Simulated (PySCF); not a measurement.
**Chlorine: a sound run and one with changed settings**

Sound run: Cl [Ne] 3s2 3p5, Cl⁺ [Ne] 3s2 3p4. All numbers are calculated (PySCF 2.14, the spin-free X2C one-electron Hamiltonian (Gaussian nucleus), in cc-pVDZ-DK (4s3p1d, 18 functions)). The sound run starts from symmetry-adapted Hartree-Fock orbitals and uses a fine grid where one is needed.

Changed run: 14 angular points. This setting is unsound on purpose.

| species | method | sound run (hartree) | changed run (hartree) | converged |
| --- | --- | --- | --- | --- |
| Cl | UHF | -460.87843 | -460.87843 | yes |
| Cl | B3LYP | -461.57661 | -461.57648 | yes |
| Cl | M06-2X | -461.54966 | -461.55304 | yes |
| Cl⁺ | UHF | -460.44494 | -460.44494 | yes |
| Cl⁺ | B3LYP | -461.09831 | -461.09812 | yes |
| Cl⁺ | M06-2X | -461.07392 | -461.07549 | yes |

Ionisation energy of Cl:

```
method  sound run (eV)  changed run (eV)
   UHF          11.796            11.796
 B3LYP          13.015            13.017
M06-2X          12.946            12.995
```

A coarse angular grid integrates products of high-l functions wrongly, so density functionals can shift, and the SCF can exploit the error; Hartree-Fock and MP2 need no grid.

For comparison, NIST gives 12.968 eV between the lowest levels.
